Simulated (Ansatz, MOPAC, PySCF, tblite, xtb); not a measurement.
Potential energy surface of H2N, quartet: collinear N-H-H surface. Scanned: N-H distance and H-H distance.

- GFN2-xTB, 300 K electronic temperature (tblite)
- UHF/aug-cc-pVDZ (PySCF)
- r2SCAN = unrestricted r2SCAN/aug-cc-pVDZ (PySCF 2.14.0)
- CAM-B3LYP = unrestricted CAM-B3LYP/aug-cc-pVDZ run with PySCF
- UKS-PBE/aug-cc-pVDZ = unrestricted PBE/aug-cc-pVDZ (Ansatz, a first-principles code)
- MP2 on UHF/aug-cc-pVDZ, 1 core orbital frozen (PySCF)
- CCSD on UHF/aug-cc-pVDZ, 1 core orbital frozen (PySCF)
- CCSD(T) on UHF/aug-cc-pVDZ, 1 core orbital frozen (PySCF)
- AM1, unrestricted, heats of formation (MOPAC)
- PM6, unrestricted, heats of formation (MOPAC)
- GFN1-xTB (xtb)
- UKS-B3LYP/6-31G* = unrestricted B3LYP/6-31G*, spherical d (PySCF)
- UMP2/6-31G* = unrestricted MP2 (frozen core)/6-31G*, spherical d (PySCF)
- UKS-B3LYP/3-21G = unrestricted B3LYP/3-21G in PySCF 2.14.0
- UHF/3-21G = unrestricted Hartree-Fock/3-21G (PySCF)

Energies in kcal/mol at chosen points (x: N-H distance (Å); y: H-H distance (Å)), relative to x = 3.02, y = 0.74:

```
method               (0.96, 0.74)  (1.72, 1.55)  (2.55, 0.87)  (2.55, 1.22)  (1.04, 1.11)  (1.04, 1.22)  (1.22, 1.02)
-------------------  ------------  ------------  ------------  ------------  ------------  ------------  ------------
GFN2-xTB                     36.5          25.8          -0.8          22.8          -8.8         -10.2         -11.6
UHF                          84.5          67.9           5.8          44.9          43.2          40.4          40.2
r2SCAN                       60.5          56.8           4.1          38.8          21.5          20.4          16.2
CAM-B3LYP                    62.2          59.6           3.6          38.3          23.0          21.7          18.5
UKS-PBE/aug-cc-pVDZ          56.3          51.5           2.9          35.3          16.7          15.6          11.1
MP2                          73.6          73.5           4.6          42.6          34.1          32.1          31.3
CCSD                         75.1          66.2           3.9          37.1          35.6          34.0          30.1
CCSD(T)                      74.1          65.0           3.8          37.0          34.5          32.9          28.9
AM1                          42.8          82.0          10.7          57.7          23.2          22.7          28.4
PM6                          63.0          95.5           5.5          63.5          35.3          37.1          30.6
GFN1-xTB                     33.6          40.3           3.2          34.3          -7.9          -9.3          -8.7
UKS-B3LYP/6-31G*             65.4          61.2           5.3          41.0          27.2          26.0          21.4
UMP2/6-31G*                  79.2          72.8           6.3          45.6          39.0          36.4          36.5
UKS-B3LYP/3-21G              71.1          60.1           4.7          40.7          33.1          32.5          23.5
UHF/3-21G                    94.6          67.6           6.7          46.9          55.1          53.0          46.1
```
